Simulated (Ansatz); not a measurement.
C₄H₃FS, SMILES `Fc1ccsc1`, relaxed with RKS PBE0-D4/def2-TZVP in Ansatz from a PBE-D4/def2-SVP geometry. The force threshold is 0.005 eV/Å; the program also tests the step.

Total charge 0; spin multiplicity 1.

Start:

```xyz
9

F    -0.274    1.687    1.516
C    -0.120    0.618    0.723
C     0.041    0.735   -0.691
C     0.180   -0.504   -1.282
S     0.114   -1.788   -0.120
C    -0.103   -0.681    1.193
H     0.050    1.694   -1.224
H     0.319   -0.738   -2.344
H    -0.207   -1.023    2.228
```

```tsv
step	energy (eV)	largest force (eV/Å)	largest move (Å)
1	-17740.3757	0.792	0.000
2	-17740.4337	0.382	0.024
3	-17740.4415	0.091	0.011
4	-17740.4418	0.031	0.002
5	-17740.4418	0.004	0.001
```

End:

```xyz
9

F    -0.271    1.669    1.500
C    -0.118    0.604    0.713
C     0.041    0.726   -0.685
C     0.178   -0.499   -1.265
S     0.112   -1.759   -0.118
C    -0.102   -0.673    1.179
H     0.050    1.670   -1.211
H     0.314   -0.727   -2.311
H    -0.204   -1.011    2.198
```

It took 14 s on 2 threads of an AMD EPYC 7R13 on a shared host and a share of an NVIDIA H100 80 GB, with 0.85 GiB of host memory at the peak.
